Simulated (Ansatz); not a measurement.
# Al₃H+ (doublet): the correlation ladder, cc-pVDZ

An exercise on one series of results from a longer session: the logs are not shown, and one member is left open.

Method: cc-pVDZ, core rule «outside noble gas», up to 15 orbitals frozen; program: Ansatz 0.2.0, Gaussian basis.

The runs, in order: UHF; CCSD(T) on ROHF; CCSD(T) on UHF; BCCD(T) on ROHF; CISD; CCSDT(Q) on ROHF; CCSDT(Q) on UHF; CASSCF and MRCISD+Q, 9 electrons in 13 orbitals; CASSCF and NEVPT2, 9 electrons in 13 orbitals.

2 further runs of the same task are left out: 2 set aside as unsound or not needed.

## The geometry

The geometry is a PBE0/def2-TZVP stationary point (not a proven minimum) of the parent state, kept for this charge and spin.

4 atoms, charge 1, spin multiplicity 2.

Atoms are counted from 1 here; the program's logs count them from 0.

Bond lengths: Al1–Al2 2.725 Å, Al2–Al3 2.725 Å, Al2–H4 1.829 Å. Angles: Al1–Al2–Al3 106.7°, Al1–Al2–H4 53.4°, Al3–Al2–H4 53.4°.

Coordinates:

```
Al    0.0000    0.5328    2.1869
Al    0.0000   -1.0930    0.0000
Al    0.0000    0.5328   -2.1869
H     0.0000    0.7361    0.0000
```

The first run:

Contents of in.yaml:

```yaml
crystal:
  periodic: [false, false, false]
  atoms:
    - {symbol: Al, position_ang: [0.000000, 0.532764, 2.186919]}
    - {symbol: Al, position_ang: [0.000000, -1.093027, 0.000000]}
    - {symbol: Al, position_ang: [0.000000, 0.532764, -2.186919]}
    - {symbol: H, position_ang: [0.000000, 0.736113, 0.000000]}
basis:
  gaussian: {orbitals: cc-pVDZ}
total_charge: 1
magnetization: {spin_polarized: true, initial_magnetization: 1}
hamiltonian: {xc: hf}
output: {orbitals: {seedname: orbitals}}
```

Run with:

```console
ansatz run in.yaml --threads 1 --pin off --events-out ev --progress --plain --max-ram 4096MiB --backend cpu
```

Among the steps run: UHF; CCSD(T) on ROHF; CCSD(T) on UHF; BCCD(T) on ROHF; CISD; CCSDT(Q) on ROHF; CCSDT(Q) on UHF; CASSCF and MRCISD+Q, 9 electrons in 13 orbitals; CASSCF and NEVPT2, 9 electrons in 13 orbitals.

One table of the session follows, with a row left open; its other results are not shown here.

It belongs to the step «Misses and costs». 

| method | from UCCSDT(Q) (kJ/mol) |
| --- | --- |
| ROHF | +516.0 |
| UHF | +485.1 |
| RMP2 | +140.1 |
| UMP2 | +153.0 |
| CISD | ? |
| RCCSD | +26.7 |
| UCCSD | +25.5 |
| RCCSD(T) | +6.2 |
| UCCSD(T) | +6.6 |
| BCCD(T) | +6.4 |
| RCCSDT | +1.5 |
| UCCSDT | +1.4 |
| RCCSDT(Q) | +0.1 |
| UCCSDT(Q) | 0 |
| CASSCF valence | +213.9 |
| NEVPT2 valence | +57.6 |
| MRCISD valence | +14.7 |
| MRCISD+Q valence | +1.1 |

Q: Estimate the row for CISD from the others.

The run gave: from UCCSDT(Q) (kJ/mol): +79.8. In the column «from UCCSDT(Q) (kJ/mol)» it lies between NEVPT2 valence (+57.6) and RMP2 (+140.1).

Caveats from the session: Restricted and unrestricted rows rest on different reference determinants; where their highest levels disagree by more than a few hundredths of an eV, they describe different states and don't form one ladder.
